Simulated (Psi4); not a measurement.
**C2H3F3 (1,1,2-trifluoroethane) at CCSD/def2-SVP**

Aim: the vertical ionisation energy of C2H3F3 (1,1,2-trifluoroethane) at CCSD/def2-SVP, from 2 runs. 

Program for the calculation: Psi4 1.11.

4 further runs of the same task are left out: 4 that didn't finish.

### Step 1. The system as given

C2H3F3 has 8 atoms, charge 0, and is taken as a singlet. As SMILES, `FCC(F)F`. Geometry: relaxed at PBE0-D4/def2-TZVP. This is one conformer, not always the lowest.

Bond lengths: F1–C2 1.372 Å, C2–C3 1.509 Å, C3–F4 1.352 Å, C3–F5 1.356 Å, C2–H6 1.093 Å, C2–H7 1.093 Å, C3–H8 1.095 Å. Some angles: F1–C2–C3 109.3°, C2–C3–F4 110.4°, C2–C3–F5 108.3°, F4–C3–F5 107.9°, F1–C2–H6 109.4°, F1–C2–H7 109.2°, C3–C2–H6 109.5°, C3–C2–H7 109.4°, C2–C3–H8 113.0°, F4–C3–H8 108.2°.

### Step 2. The energy at CCSD/def2-SVP

Input file c2h3f3.dat:

```
memory 1600 mb

molecule {
  F     -2.15957902    -1.28690349     2.19794046
  C     -0.35564646     0.36868557     1.34510706
  C      0.32673365    -0.28799426    -1.34416219
  F      1.55751227    -2.52429616    -1.42957781
  F      1.91183592     1.51858391    -2.23403422
  H      1.32602082     0.22468844     2.53695732
  H     -1.11210382     2.28940320     1.41219233
  H     -1.32054062    -0.41007057    -2.58986965
  units au
  symmetry c1
  no_reorient
  no_com
}

set {
  basis def2-SVP
  puream true
  e_convergence 1e-09
  d_convergence 1e-08
  scf_type pk
  num_frozen_docc 5
}

result, w = energy('ccsd', return_wfn=True)
```

Run with:

```console
psi4 -i c2h3f3.dat -o c2h3f3.out -n 1
```

c2h3f3.out:

```text
[...]
  Running in c1 symmetry.
[...]
  Nuclear repulsion =  191.359785649963328
[...]
  Multiplicity = 1
[...]
  Nalpha       = 21
  Nbeta        = 21
[...]
    Number of basis functions: 85
[...]
   @RHF iter   1:  -375.41481819912809   -6.12094e-01   4.85293e-03 ADIIS/DIIS
[...]
   @RHF iter  12:  -375.49131694241896   -4.54747e-13   3.40145e-09 DIIS
[...]
    Orbital Energies [Eh]
    ---------------------
    Doubly Occupied:
       1A    -26.315300     2A    -26.309526     3A    -26.293941
       4A    -11.420695     5A    -11.339601     6A     -1.652632
       7A     -1.593128     8A     -1.584802     9A     -1.048227
      10A     -0.903837    11A     -0.799481    12A     -0.780545
      13A     -0.770962    14A     -0.720799    15A     -0.709425
      16A     -0.674904    17A     -0.663882    18A     -0.640741
      19A     -0.608428    20A     -0.554407    21A     -0.522975
[...]
  @RHF Final Energy:  -375.49131694241896
   => Energetics <=
    Nuclear Repulsion Energy =            191.3597856499633281
    One-Electron Energy =                -901.8857295613163387
    Two-Electron Energy =                 335.0346269689340488
    Total Energy =                       -375.4913169424189618
[...]
 Multipole Moments:
 ------------------------------------------------------------------------------------
     Multipole            Electronic (a.u.)      Nuclear  (a.u.)        Total (a.u.)
 ------------------------------------------------------------------------------------
 L = 1.  Multiply by 2.5417464519 to convert [e a0] to [Debye]
 Dipole X            :        -10.7862075           10.5078221           -0.2783854
 Dipole Y            :         18.6821856          -18.0453727            0.6368128
 Dipole Z            :         11.9126659          -11.8260949            0.0865710
 Magnitude           :                                                    0.7003739
[...]
      * MP2 total energy                      = -376.311025840911611
[...]
      * CCSD total energy                     = -376.340924287762050
[...]
```

Run time: 26 s. Hardware: 1 thread of Intel Xeon Platinum 8259CL at 2.50GHz (Skylake/Cascade Lake), shared host; peak memory 0.5 GiB.

### Step 3. The doublet cation, same level

Input file job.py:

```python
import psi4

psi4.set_memory(1600000000)
psi4.set_num_threads(1)
psi4.set_output_file('run.log', False)

molecule = psi4.geometry("""
1 2
F     -1.142800    -0.681000     1.163100
C     -0.188200     0.195100     0.711800
C      0.172900    -0.152400    -0.711300
F      0.824200    -1.335800    -0.756500
F      1.011700     0.803600    -1.182200
H      0.701700     0.118900     1.342500
H     -0.588500     1.211500     0.747300
H     -0.698800    -0.217000    -1.370500
symmetry c1
""")

psi4.set_options({
    'basis': 'def2-SVP',
    'reference': 'uhf',
    'puream': True,
    'e_convergence': 1e-09,
    'd_convergence': 1e-08,
    'scf_type': 'pk',
    'num_frozen_docc': 5,
    'maxiter': 200,
})

e_tot, wfn = psi4.energy('ccsd', molecule=molecule, return_wfn=True)
print(f'total energy {e_tot:.8f} hartree = {e_tot * 27.211386:.5f} eV')
for k, v in sorted(psi4.core.scalar_variables().items()):
    print(f'{k:45s} {v:18.10f}')
```

Run with:

```console
python job.py
```

run.log:

```text
[...]
  Running in c1 symmetry.
[...]
  Nuclear repulsion =  191.359785586364609
[...]
  Multiplicity = 2
[...]
  Nalpha       = 21
  Nbeta        = 20
[...]
    Number of basis functions: 85
[...]
   @UHF iter   1:  -374.87346058342274   -7.07367e-02   6.05814e-03 ADIIS/DIIS
[...]
   @UHF iter  25:  -375.01063792801648   -8.07177e-12   5.40588e-09 DIIS
[...]
   @S^2 Observed:                7.638226314E-01
[...]
    Orbital Energies [Eh]
    ---------------------
    Alpha Occupied:
       1A    -26.617722     2A    -26.617465     3A    -26.596765
       4A    -11.766869     5A    -11.670412     6A     -1.951093
       7A     -1.886470     8A     -1.879878     9A     -1.392023
      10A     -1.207160    11A     -1.103431    12A     -1.079925
      13A     -1.068710    14A     -1.010256    15A     -1.000133
      16A     -0.973617    17A     -0.956597    18A     -0.926001
      19A     -0.910858    20A     -0.860968    21A     -0.846574
    Alpha Virtual:
      22A     -0.044565    23A     -0.037417    24A     -0.015973
      25A      0.016622    26A      0.061920    27A      0.107176
[...]
  @UHF Final Energy:  -375.01063792801648
   => Energetics <=
    Nuclear Repulsion Energy =            191.3597855863646089
    One-Electron Energy =                -889.5428934968649628
    Two-Electron Energy =                 323.1724699824838467
    Total Energy =                       -375.0106379280164788
  UHF NO Occupations:
  HONO-2 :   19  A 1.9983875
  HONO-1 :   20  A 1.9970669
[...]
 Multipole Moments:
 ------------------------------------------------------------------------------------
     Multipole            Electronic (a.u.)      Nuclear  (a.u.)        Total (a.u.)
 ------------------------------------------------------------------------------------
 L = 1.  Multiply by 2.5417464519 to convert [e a0] to [Debye]
 Dipole X            :          0.6614936           -1.2002167           -0.5387231
 Dipole Y            :         -1.1840750            2.1837562            0.9996812
 Dipole Z            :         -1.1235729            1.4030447            0.2794718
 Magnitude           :                                                    1.1694826
[...]
      * MP2 total energy                      = -375.846449118178043
[...]
      * CCSD total energy                     = -375.870322868305777
```

On the terminal:

```text
total energy -375.87032287 hartree = -10227.95244 eV
CC D1 DIAGNOSTIC                                    0.0000000000
CC D2 DIAGNOSTIC                                    0.0000000000
CC NEW D1 DIAGNOSTIC                                0.0000000000
CC T1 DIAGNOSTIC                                    0.0388322322
CCSD CORRELATION ENERGY                            -0.8596849403
CCSD DOUBLES ENERGY                                -0.8596849403
CCSD ITERATIONS                                    35.0000000000
CCSD OPPOSITE-SPIN CORRELATION ENERGY              -0.6576804498
CCSD SAME-SPIN CORRELATION ENERGY                  -0.2020044905
CCSD SINGLES ENERGY                                 0.0000000000
CCSD TOTAL ENERGY                                -375.8703228683
CURRENT CORRELATION ENERGY                         -0.8596849403
CURRENT ENERGY                                   -375.8703228683
CURRENT REFERENCE ENERGY                         -375.0106379280
DD SOLVATION ENERGY                                 0.0000000000
HF KINETIC ENERGY                                 374.2912132462
HF POTENTIAL ENERGY                              -749.3018511742
HF TOTAL ENERGY                                  -375.0106379280
HF VIRIAL RATIO                                     2.0019220988
MP2 CORRELATION ENERGY                             -0.8358111902
MP2 DOUBLES ENERGY                                 -0.8358111902
MP2 OPPOSITE-SPIN CORRELATION ENERGY               -0.6104733798
MP2 SAME-SPIN CORRELATION ENERGY                   -0.2253378104
MP2 SINGLES ENERGY                                 -0.0000000000
MP2 TOTAL ENERGY                                 -375.8464491182
NUCLEAR REPULSION ENERGY                          191.3597855864
ONE-ELECTRON ENERGY                              -889.5428934969
PCM POLARIZATION ENERGY                             0.0000000000
PE ENERGY                                           0.0000000000
SCF ITERATION ENERGY                             -375.0106379280
SCF ITERATIONS                                     25.0000000000
SCF TOTAL ENERGY                                 -375.0106379280
TWO-ELECTRON ENERGY                               323.1724699825
```

Run time: 2.4 min. Hardware: 1 thread of Intel Xeon Platinum 8259CL at 2.50GHz (Skylake/Cascade Lake), shared host; peak memory 0.61 GiB.

### Step 4. Results

At CCSD/def2-SVP, 5 core orbitals frozen:

| quantity | value |
| --- | --- |
| singlet C2H3F3: total energy | -376.34092 Eh |
| singlet C2H3F3: HOMO energy (Hartree–Fock orbitals) | -14.23 eV |
| singlet C2H3F3: LUMO energy (Hartree–Fock orbitals) | 5.11 eV |
| singlet C2H3F3: HOMO–LUMO gap (Hartree–Fock orbitals) | 19.34 eV |
| singlet C2H3F3: correlation energy (5 core orbitals frozen) | -849.6 mEh |
| singlet C2H3F3: T1 diagnostic | 0.011 |
| doublet cation: total energy | -375.87032 Eh |
| doublet cation: HOMO energy (Hartree–Fock orbitals) (highest over α and β) | -22.61 eV |
| doublet cation: LUMO energy (Hartree–Fock orbitals) (lowest over α and β) | -11.87 eV |
| doublet cation: correlation energy (5 core orbitals frozen) | -859.7 mEh |
| doublet cation: ⟨S²⟩ of the reference determinant | 0.764 |
| doublet cation: T1 diagnostic | 0.039 |
| vertical ionisation energy (to the doublet cation) | 12.806 eV |

Removing an electron at fixed nuclei costs 12.81 eV (295 kcal/mol).
